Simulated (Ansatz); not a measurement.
Compare A (`FC1C=NC1`) with its isomer B (`C=CC(=N)F`).

Isolated molecules relaxed with PBE0-D4/def2-TZVP in Ansatz; ΔE leaves out vibrations. CCSD(T)/CBS is the MP2 limit (def2-TZVPP, def2-QZVPP) plus CCSD(T) − MP2 in def2-TZVPP, frozen cores. DFT in def2-TZVPP. Each species was taken in one conformer, which may not be the lowest.

Task: Which is lower in electronic energy at CCSD(T)/CBS, and by how much? (Estimate.)

Result: Ansatz gave: B, by 103.6 kJ/mol.

Task: Give E(B) − E(A) in kJ/mol with BLYP-D4, B2PLYP, HF/def2-TZVPP, ωB97M-V, r2SCAN-D4, CCSD(T)/def2-SVP, LDA (SPW92). (Best estimate.)

Result: Ansatz gave: BLYP-D4 -128.1, B2PLYP -115.4, HF/def2-TZVPP -116.3, ωB97M-V -102.7, r2SCAN-D4 -118.1, CCSD(T)/def2-SVP -108.7, LDA (SPW92) -99.9. None reverses the order clearly.

Task: Does the order hold for the free energy at 298.15 K (harmonic terms from PBE0-D4)? (Best estimate.)

Result: Computed: Yes: G(B) − G(A) = -108.2 kJ/mol, for one conformer each.

Largest T1 diagnostic: 0.013.

Leaving LDA and LC-ωPBE aside and taking each functional with its dispersion term where it has one, the values, not all of them listed here, spread over 35.1 kJ/mol, from BLYP-D4 to ωB97X-V. LDA lies +7.4 kJ/mol from PBE without D4. At CCSD(T), def2-SVP lies −5.1 kJ/mol from the extrapolated value and def2-TZVPP +0.2 kJ/mol.
